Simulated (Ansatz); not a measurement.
System: tetrachloromethane, CCl₄, net charge 0, singlet state. 
Coordinates optimised at B3LYP-D3(BJ)/def2-TZVP (Ansatz, a quantum-chemistry and plane-wave program):
SMILES: ClC(Cl)(Cl)Cl
```xyz
5

C      0.0000     0.0000     0.0000
Cl     1.0327     1.0410     1.0081
Cl    -1.0056    -1.0297     1.0464
Cl    -1.0489     1.0136    -1.0192
Cl     1.0218    -1.0250    -1.0353
```

Basis-set convergence of Hartree-Fock and CCSD correlation energies (hartree) with Ansatz. Correlated levels leave the core frozen unless marked. No spin-orbit coupling. No relativistic terms.

```csv
basis,functions,E(HF),"E(corr, CCSD)"
aug-cc-pV(D+d)Z,151,-1875.85908,-0.80070
aug-cc-pV(T+d)Z,266,[?],[?]
```

**Question.** Some entries are withheld; supply them.

**Answer.** 
- aug-cc-pV(T+d)Z, E(HF): -1875.92041
- aug-cc-pV(T+d)Z, E(corr, CCSD): -1.00351
